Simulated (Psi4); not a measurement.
Process, species as SMILES: C#N (CH-N) → [C-]#[NH+] (C-NH)
B3LYP-D3(BJ)/def2-TZVP geometries, fixed; electronic energies without zero-point terms.

Basis-set convergence of the isomerisation energy at PBE with Psi4. All functions are spherical. Density fitting with the program's default auxiliary sets. No added dispersion term, no relativity. Functions are those of the species that has most. Reference: the value in aug-cc-pVQZ, 14.82 kcal/mol, itself unsure by roughly 0.05 kcal/mol (its mean distance from cc-pV5Z, def2-QZVPPD, def2-QZVPP). Deviations are taken from unrounded values. Cost is core time over that of cc-pVDZ, rough, on shared machines of one kind.

```
basis            functions  isomerisation energy (kcal/mol)  minus reference (kcal/mol)  cost
---------------  ---------  -------------------------------  --------------------------  ----
cc-pVDZ                 33                            16.13                        1.30    1×
aug-cc-pVDZ             55                            14.74                       -0.08    1×
cc-pVTZ                 74                            15.19                        0.37    1×
jun-cc-pV(T+d)Z         92                            14.82                        0.00    2×
aug-cc-pVTZ            115                            14.85                        0.03    2×
cc-pVQZ                140                            15.06                        0.23    2×
aug-cc-pVQZ            206                            14.82                        0.00    4×
cc-pV5Z                237                            14.87                        0.05    4×
```

The smallest set listed that lies within 0.5 kcal/mol of the reference with all its larger relatives (same family, alike in diffuse functions; a set with none counts only in the reference's own line) is aug-cc-pVDZ (55 functions, 1× in cost, -0.08 kcal/mol off).
